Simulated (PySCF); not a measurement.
Structure problem from calculated spectra and properties.

Formula: C4H5N.

| Item | Value |
| --- | --- |
| 13C NMR | chemical shifts (computed TMS as zero) by class: 174.2 (1 C), 22.3 (1 C), 11.4 (2 C) ppm [GIAO B97-2/pcSseg-2] |
| Dipole | 4.05 D [B97-2/pcSseg-2] |
| Rotational structure | rotational constants A, B, C: 16.142, 3.757, 3.537 GHz [PBE0-D3(BJ)/def2-TZVP] |
| NMR, other nuclei | isotropic shieldings of nuclei other than C and H, by class: 66 (1 N) ppm [GIAO B97-2/pcSseg-2] |
| 1H NMR | chemical shifts (computed TMS as zero) by class: 2.45 (1 H), 0.85 (2 H), 0.68 (2 H) ppm [GIAO B97-2/pcSseg-2] |

Gas-phase values; electronic properties from PySCF, density fitting. Levels stand in brackets. Isolated species at its PBE0-D3(BJ)/def2-TZVP geometry, gas phase. NMR classes are plain means over equivalent atoms (diastereotopic ones count apart unless rotation or inversion swaps them), as if these changed places fast.

Question: Propose a structure and show how it fits.

Answer: Numbering: `[C-:1]#[N+:2][CH:3]1[CH2:4][CH2:5]1`. 4 carbons fall into 3 classes; from least to most shielded: isocyanide carbon [C1] (174.2 ppm), ring sp3 carbon bound to nitrogen [C3] (22.3 ppm), three-membered-ring carbon [C4/C5] (11.4 ppm, 2 C). Hydrogen classes from least to most shielded: 1 H on an sp3 carbon bound to nitrogen, C3 (2.45 ppm), 2 H on 2 three-membered-ring carbons, C4/C5 (0.85 ppm), 2 H on 2 three-membered-ring carbons, C4/C5 (0.68 ppm). The other shieldings belong to: 66 ppm, isocyanide nitrogen [N2]. The optimised geometry has point group Cs and is an asymmetric top. Structure: cyclopropylisocyanide (`[C-]#[N+]C1CC1`). Computed isomers that give other values at the same levels: `C/C=C/C#N` (13C chemical shifts (computed TMS as zero) by class: 161.7 (1 C), 122.9 (1 C), 108.5 (1 C), 23.1 (1 C) ppm); `c1cc[nH]c1` (13C chemical shifts (computed TMS as zero) by class: 121.0 (2 C), 114.9 (2 C) ppm); `[C-]#[N+]CC=C` (13C chemical shifts (computed TMS as zero) by class: 178.3 (1 C), 142.7 (1 C), 126.3 (1 C), 47.7 (1 C) ppm). The assignments are read from this structure; whether some other isomer fits the data as well wasn't checked.
